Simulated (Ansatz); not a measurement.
## Worked example: correlation energy of AgB, triplet

Geometry: that of the AgB, singlet, kept fixed.

```yaml
atoms:
  - { symbol: Ag, position_ang: [0.0000, 0.0000, 0.0000] }
  - { symbol: B, position_ang: [0.0000, 0.0000, 2.0780] }
```

Basis def2-TZVPP with its core potentials; Ansatz 0.2.0. Only valence electrons are correlated (noble-gas cores frozen), which leaves 14 electrons in 82 orbitals. R marks a restricted (for open shells ROHF) determinant, U an unrestricted one. No spin–orbit coupling is included; scalar relativity enters through the core potentials alone. The metal's outer-core shells are frozen, which leaves out core–valence correlation.

Full CI isn't at hand for all of this; UCCSDT(Q) serves as the reference, and is uncertain by the last step of the cluster series or more.

UCCSD has a T1 diagnostic of 0.031 and a largest doubles amplitude of 0.04.

Runs differ by some tens of microhartree through their thresholds and, for an open shell, their frozen cores, so steps under 0.03 kcal/mol mean nothing.

Here the R and U totals at CCSDT(Q) differ by 0.17 kcal/mol, a measure of how far such totals hang on the determinant and its frozen core.

```
    level  total energy (hartree)
      UHF             -170.660973
     UMP2             -171.120153
    UCCSD             -171.102325
 UCCSD(T)             -171.121979
   UCCSDT             -171.121833
UCCSDT(Q)             -171.122500
```

Q: What is the correlation energy at UCCSDT(Q), and what share of it do UMP2 and UCCSD(T) recover?

A: E(corr) = -171.122500 − (-170.660973) = -0.461527 hartree = -12.559 eV. UMP2: -0.459180 / -0.461527 = 99.49 %. UCCSD(T): -0.461006 / -0.461527 = 99.89 %.

Q: By how many kcal/mol does UCCSD(T) miss UCCSDT(Q) (1 hartree = 627.509 kcal/mol), and which steps make up the rest?

A: -171.121979 − (-171.122500) = 0.000521 hartree = 0.33 kcal/mol. Steps: UCCSDT − UCCSD(T) = 0.09, UCCSDT(Q) − UCCSDT = -0.42 kcal/mol. That is within 1 kcal/mol of the reference in this basis, which itself misses far more of the correlation at the basis-set limit.
